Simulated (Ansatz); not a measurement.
**How methods differ on BH2F− (SMILES [BH2-]F)**

BH2F−: 4 atoms, total charge -1, spin state doublet. SMILES: `[BH2-]F`. Geometry: relaxed at GFN2-xTB.

```xyz
4

B    -0.0863    0.3044    0.1024
F     1.0319   -0.4688    0.7330
H    -1.1403   -0.3337    0.2562
H     0.1948    0.4981   -1.0915
```

Quantity: the energy change with the B1–H4 bond stretched from 1.242 to 1.552 Å, in eV. The values are calculated.

```csv
level,kind,program,value (eV),less FCI/STO-3G,CPU time (all runs)
USVWN5/STO-3G,LDA,Ansatz,0.84,-0.03,1 s
U-revPBE/STO-3G,GGA,Ansatz,0.73,-0.14,1.7 s
UBLYP/STO-3G,GGA,Ansatz,0.72,-0.15,1.7 s
UB3LYP/STO-3G,global hybrid,Ansatz,0.84,-0.03,1.9 s
U-wB97X/STO-3G,range-separated hybrid,Ansatz,0.91,+0.04,9 s
UB2PLYP/STO-3G,double hybrid,Ansatz,0.91,+0.04,1.8 s
RPA@PBE/STO-3G,RPA,Ansatz,0.77,-0.10,2.1 s
UCCSD(T)/STO-3G,coupled cluster or CI,Ansatz,0.87,0.00,0.35 s
FCI/STO-3G,exact in the basis,Ansatz,0.87,0.00,0.55 s
```

FCI/STO-3G is exact within its basis and frozen core, so for wave-function methods in that basis the difference is their error; functionals converge differently with the basis, so for them it is only a difference. Sets without diffuse functions describe the anion poorly. The first shape isn't each level's own minimum. The values span 0.72 to 0.91 eV. All rows use very small basis sets, so even the best lies far from the true value. Times are those of the runs behind each value, whatever else they computed, on shared processors of several kinds: orders of magnitude only.
